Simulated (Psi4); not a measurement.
# One shape, several levels: doublet [SiH2F2]+

Aim: a comparison of 4 runs (UM06-L/aug-cc-pVDZ, UPBE0/aug-cc-pVDZ, USVWN5/aug-cc-pVDZ, UTPSS/aug-cc-pVDZ) of doublet [SiH2F2]+. 

Program for the calculation: Psi4 1.11.

## 1. The system as given

[SiH2F2]+: 5 atoms, total charge +1, spin state doublet. SMILES of the parent species: `F[SiH2]F`. The coordinates come from a PBE0-D4/def2-TZVP relaxation. That shape belongs to the parent species and isn't relaxed for this state.

Bond lengths: F1–Si2 1.586 Å, Si2–F3 1.586 Å, Si2–H4 1.474 Å, Si2–H5 1.474 Å. Angles: F1–Si2–F3 108.0°, F1–Si2–H4 108.5°, F1–Si2–H5 108.5°, F3–Si2–H4 108.5°, F3–Si2–H5 108.5°, H4–Si2–H5 114.6°.

## 2. A single-point energy at UM06-L/aug-cc-pVDZ (run 1)

Contents of f2h2si.json:

```json
{
 "schema_name": "qcschema_input",
 "schema_version": 1,
 "molecule": {
  "schema_name": "qcschema_molecule",
  "schema_version": 2,
  "symbols": ["F", "Si", "F", "H", "H"],
  "geometry": [-2.03903339, 1.0170506, 1.8532922, -0.00986437, -0.00102045, -0.10221529, 2.357679, -0.98377252, 1.44924986, -1.11582658, -2.15190673, -1.48589165, 0.80704534, 2.119668, -1.71445403],
  "molecular_charge": 1,
  "molecular_multiplicity": 2,
  "fix_symmetry": "c1",
  "fix_com": true,
  "fix_orientation": true
 },
 "driver": "energy",
 "model": {
  "method": "m06-l",
  "basis": "aug-cc-pVDZ"
 },
 "keywords": {
  "reference": "uks",
  "puream": true,
  "e_convergence": 1e-09,
  "d_convergence": 1e-08,
  "scf_type": "pk",
  "dft_radial_points": 99,
  "dft_spherical_points": 590,
  "maxiter": 100,
  "scf_properties": ["QUADRUPOLE", "MAYER_INDICES", "MULLIKEN_CHARGES"]
 }
}
```

Started as:

```bash
psi4 --qcschema f2h2si.json -n 1 --memory 2200MB
```

stdout:

```text
[...]
  Running in c1 symmetry.
[...]
  Nuclear repulsion =  118.741930786793503
[...]
  Multiplicity = 2
[...]
  Nalpha       = 17
  Nbeta        = 16
[...]
    Number of basis functions: 91
[...]
   @UKS iter   1:  -489.94777902339251    7.51611e-02   5.44089e-03 ADIIS/DIIS
[...]
   @UKS iter  13:  -490.02961735851972   -2.58069e-11   3.75104e-09 DIIS
[...]
   @S^2 Observed:                7.561472177E-01
[...]
  @UKS Final Energy:  -490.02961735851972
   => Energetics <=
    Nuclear Repulsion Energy =            118.7419307867935032
    One-Electron Energy =                -907.3249850073400466
    Two-Electron Energy =                 340.8507991570463105
    DFT Exchange-Correlation Energy =     -42.2973622950195036
    Empirical Dispersion Energy =           0.0000000000000000
    VV10 Nonlocal Energy =                  0.0000000000000000
    Total Energy =                       -490.0296173585197153
[...]
 Multipole Moments:
 ------------------------------------------------------------------------------------
     Multipole            Electronic (a.u.)      Nuclear  (a.u.)        Total (a.u.)
 ------------------------------------------------------------------------------------
 L = 1.  Multiply by 2.5417464519 to convert [e a0] to [Debye]
 Dipole X            :         -2.5105058            2.4209281           -0.0895777
 Dipole Y            :         -0.2623271            0.2529777           -0.0093495
 Dipole Z            :        -26.0198888           25.0915188           -0.9283700
 Magnitude           :                                                    0.9327285
 L = 2.  Multiply by 1.3450342976 to convert [e a0^2] to [Debye ang]
 Quadrupole XX       :       -104.2133187           89.3445203          -14.8687984
 Quadrupole XY       :         36.8295528          -35.4270157            1.4025371
[...]
```

The result, in JSON:

```text
{
 "driver": "energy",
 "model": {
  "method": "m06-l",
  "basis": "aug-cc-pVDZ"
 },
 "success": true,
 "return_result": -490.0296173585197,
 "properties": {
  "calcinfo_nbasis": 91,
  "calcinfo_nmo": 91,
  "calcinfo_nalpha": 17,
  "calcinfo_nbeta": 16,
  "calcinfo_natom": 5,
  "nuclear_repulsion_energy": 118.7419307867935,
  "return_energy": -490.0296173585197,
  "scf_one_electron_energy": -907.32498500734,
  "scf_two_electron_energy": 340.8507991570463,
  "scf_xc_energy": -42.297362295019504,
  "scf_dipole_moment": [-0.08957774074654967, -0.00934945092309869, -0.9283700067746636],
  "scf_total_energy": -490.0296173585197,
  "scf_iterations": 13
 }
}
```

Run time: 56 s. Hardware: 1 thread of Intel Xeon Platinum 8259CL at 2.50GHz (Skylake/Cascade Lake), shared host; peak memory 1.3 GiB.

## 3. Energy and forces at UPBE0/aug-cc-pVDZ (run 2)

Contents of calc.py:

```python
import psi4

psi4.set_memory('2200 MB')
psi4.set_num_threads(1)
psi4.set_output_file('output.dat', False)

mol = psi4.geometry("""
1 2
F     -1.079010     0.538200     0.980720
Si    -0.005220    -0.000540    -0.054090
F      1.247630    -0.520590     0.766910
H     -0.590470    -1.138740    -0.786300
H      0.427070     1.121680    -0.907250
symmetry c1
""")

psi4.set_options({
    'basis': 'aug-cc-pVDZ',
    'reference': 'uks',
    'puream': True,
    'e_convergence': 1e-09,
    'd_convergence': 1e-08,
    'scf_type': 'pk',
    'dft_radial_points': 99,
    'dft_spherical_points': 590,
    'maxiter': 100,
})

energy_value = psi4.gradient("pbe0")
print('gradient / Eh bohr^-1')
print(energy_value.np.round(6))
```

Started as:

```bash
python calc.py
```

output.dat:

```text
[...]
  Running in c1 symmetry.
[...]
  Nuclear repulsion =  118.741930693433218
[...]
  Multiplicity = 2
[...]
  Nalpha       = 17
  Nbeta        = 16
[...]
    Number of basis functions: 91
[...]
   @UKS iter   1:  -489.65681181225591    5.44755e-02   4.96511e-03 ADIIS/DIIS
[...]
   @UKS iter  12:  -489.73102976034426   -2.89901e-12   4.34939e-09 DIIS
[...]
   @S^2 Observed:                7.612581948E-01
[...]
  @UKS Final Energy:  -489.73102976034426
   => Energetics <=
    Nuclear Repulsion Energy =            118.7419306934332184
    One-Electron Energy =                -907.3274436884298666
    Two-Electron Energy =                 330.6075370085187615
    DFT Exchange-Correlation Energy =     -31.7530537738663696
    Empirical Dispersion Energy =           0.0000000000000000
    VV10 Nonlocal Energy =                  0.0000000000000000
    Total Energy =                       -489.7310297603442564
[...]
  -Total Gradient:
     Atom            X                  Y                   Z
    ------   -----------------  -----------------  -----------------
       1        0.009217749982    -0.004027733116     0.002270919995
       2       -0.005408455957    -0.000562140929    -0.056010611790
       3       -0.008616163171     0.004088195590     0.003913668556
       4        0.012289659317     0.022213436880     0.023734003439
       5       -0.007483470292    -0.021711827394     0.026085033275
[...]
```

On the terminal:

```text
gradient / Eh bohr^-1
[[ 0.009218 -0.004028  0.002271]
 [-0.005408 -0.000562 -0.056011]
 [-0.008616  0.004088  0.003914]
 [ 0.01229   0.022213  0.023734]
 [-0.007483 -0.021712  0.026085]]
```

It took 42 s on 1 thread of Intel Xeon Platinum 8259CL at 2.50GHz (Skylake/Cascade Lake), shared host; peak memory 1.1 GiB.

Run 3 isn't shown in full; the table further down has it.

## 4. Energy and gradient at UTPSS/aug-cc-pVDZ (run 4)

Contents of input.in:

```
memory 2200 mb

molecule molecule1 {
  1 2
  F     -2.03903339     1.01705060     1.85329220
  Si    -0.00986437    -0.00102045    -0.10221529
  F      2.35767900    -0.98377252     1.44924986
  H     -1.11582658    -2.15190673    -1.48589165
  H      0.80704534     2.11966800    -1.71445403
  units bohr
  symmetry c1
}

set {
  reference uks
  puream true
  e_convergence 1e-09
  d_convergence 1e-08
  scf_type pk
  dft_radial_points 99
  dft_spherical_points 590
  maxiter 100
}

e_tot, wfn = gradient('tpss/aug-cc-pVDZ', return_wfn=True)
oeprop(wfn, 'DIPOLE', 'WIBERG_LOWDIN_INDICES', 'MAYER_INDICES')
print_variables()
```

Started as:

```bash
psi4 -n 1 input.in input.out
```

input.out:

```text
[...]
  Running in c1 symmetry.
[...]
  Nuclear repulsion =  118.741930786793503
[...]
  Multiplicity = 2
[...]
  Nalpha       = 17
  Nbeta        = 16
[...]
    Number of basis functions: 91
[...]
   @UKS iter   1:  -490.02723630124410    1.09751e-01   5.02999e-03 ADIIS/DIIS
[...]
   @UKS iter  13:  -490.09646274891276   -2.25668e-11   7.23774e-09 DIIS
[...]
   @S^2 Observed:                7.582447628E-01
[...]
  @UKS Final Energy:  -490.09646274891276
   => Energetics <=
    Nuclear Repulsion Energy =            118.7419307867935032
    One-Electron Energy =                -907.2064659326795208
    Two-Electron Energy =                 340.6953293442794575
    DFT Exchange-Correlation Energy =     -42.3272569473062319
    Empirical Dispersion Energy =           0.0000000000000000
    VV10 Nonlocal Energy =                  0.0000000000000000
    Total Energy =                       -490.0964627489127565
[...]
  -Total Gradient:
     Atom            X                  Y                   Z
    ------   -----------------  -----------------  -----------------
       1        0.019912954892    -0.009421907121    -0.008562114366
       2       -0.002674775351    -0.000276538006    -0.027678743335
       3       -0.021195516747     0.009285634149    -0.004780515880
       4        0.010639791981     0.019445261151     0.019488439253
       5       -0.006681019746    -0.019032291396     0.021547993617
[...]
```

Wall time 1.7 min (1 thread of Intel Xeon Platinum 8259CL at 2.50GHz (Skylake/Cascade Lake), shared host); peak memory 1.3 GiB.

## 5. The series

```csv
run,level,task,energy (Eh),HOMO energy (eV),LUMO energy (eV),⟨S²⟩,wall time
1,UM06-L/aug-cc-pVDZ,energy,-490.029617,-17.55,-16.06,0.756,56 s
2,UPBE0/aug-cc-pVDZ,gradient,-489.731030,-18.96,-15.28,0.761,42 s
3,USVWN5/aug-cc-pVDZ,gradient,-487.613298,-17.03,-15.97,0.753,35 s
4,UTPSS/aug-cc-pVDZ,gradient,-490.096463,-17.41,-15.86,0.758,1.7 min
```

## 6. Outcome

| quantity | value |
| --- | --- |
| run 4: total energy | -490.09646 Eh |
| run 4: HOMO energy (highest over α and β) | -17.41 eV |
| run 4: LUMO energy (lowest over α and β) | -15.86 eV |
| run 4: ⟨S²⟩ | 0.758 |
| run 4: largest force on an atom | 1.518 eV/Å |

In words: Totals of different functionals can't be ranked against each other. All runs together took 3.9 min, the longest 1.7 min.
